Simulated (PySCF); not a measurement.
# C5H10O (pentanal): the cost of one run

Computed with PySCF 2.14.0, with density-fitted response routines of our own, on a single molecule, in the gas phase or a continuum. Atoms are numbered from 0 throughout.

### 1 Starting geometry

16 atoms, charge 0, multiplicity 1; geometry from: GFN2-xTB. The atoms were then displaced at random by about 0.01 Å, so the start is not that level's minimum.

Bonds of the start (Å): C0–C1 1.49, C1–C2 1.52, C2–C3 1.57, C3–C4 1.47, C4–O5 1.20, C0–H6 1.11, C0–H7 1.08, C0–H8 1.07, C1–H9 1.11, C1–H10 1.09, C2–H11 1.08, C2–H12 1.10, C3–H13 1.10, C3–H14 1.11, C4–H15 1.11.

### 2 Geometry optimisation at PBE0-D3(BJ)/def2-SVP

Job settings and geometry (Å):

```
{"job": {"xc": "PBE0", "basis": "def2-SVP", "d3": "d3bj", "grid": 1, "shake": 0.01, "kind": "geom"}, "charge": 0, "multiplicity": 1}
C     -2.350570     0.242220    -0.185640
C     -1.118030    -0.290600     0.463580
C      0.129420     0.193270    -0.252150
C      1.449060    -0.351390     0.402200
C      2.665910     0.099340    -0.288050
O      2.720030     0.827660    -1.237830
H     -2.355200     1.353060    -0.167360
H     -3.244600    -0.075700     0.324880
H     -2.433740    -0.046800    -1.208060
H     -1.083790     0.023360     1.522580
H     -1.153090    -1.381080     0.455660
H      0.131200    -0.112640    -1.283410
H      0.159960     1.296570    -0.236990
H      1.461870    -0.047080     1.462000
H      1.410040    -1.458550     0.396070
H      3.592470    -0.274000     0.202310
```

Run with:

```
$ OMP_NUM_THREADS=1 python probes_run.py task.json out
```

One launch serves the whole session: the jobs run in the order shown.

Q: Estimate the wall time and peak memory of this first job on 1 thread of Arm Neoverse V1, shared host.

About 58 s, with a peak of 0.52 GiB.
